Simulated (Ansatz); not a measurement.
**AlBe (sextet): from Hartree-Fock to the top rungs, def2-TZVPP**

The task here is to estimate one member of a computed series from the others.

Method: def2-TZVPP, core rule «outside noble gas», up to 6 orbitals frozen; program: Ansatz 0.2.0, Gaussian basis.

To be run: UHF; ROHF; CCSD(T) on UHF.

## The geometry

The geometry is a PBE0/def2-TZVP stationary point (not a proven minimum) of the parent state, kept for this charge and spin.

2 atoms, charge 0, spin multiplicity 6.

Atoms are counted from 1 here; the program's logs count them from 0.

Bond lengths: Al1–Be2 2.117 Å.

The first run:

File in.yaml:

```yaml
crystal:
  periodic: [false, false, false]
  atoms:
    - {symbol: Al, position_ang: [0.000000, 0.000000, 0.000000]}
    - {symbol: Be, position_ang: [0.000000, 0.000000, 2.117300]}
basis:
  gaussian: {orbitals: def2-TZVPP}
magnetization: {spin_polarized: true, initial_magnetization: 5}
hamiltonian: {xc: hf}
output: {orbitals: {seedname: orbitals}}
```

Run with:

```bash
ansatz run in.yaml --threads 1 --pin off --events-out ev --progress --plain --max-ram 4096MiB --backend cpu
```

Among the steps run: UHF; ROHF; CCSD(T) on UHF.

One table of the session follows, with a row left open; its other results are not shown here.

It belongs to the step «Misses and costs». 

| method | from UCCSD(T) (kcal/mol) |
| --- | --- |
| ROHF | ? |
| UHF | +23.81 |
| UMP2 | +7.69 |
| UCCSD | +0.67 |
| UCCSD(T) | 0 |

Estimate the missing values for ROHF.

**Answer.** from UCCSD(T) (kcal/mol): +23.90. In the column «from UCCSD(T) (kcal/mol)» it is the highest.
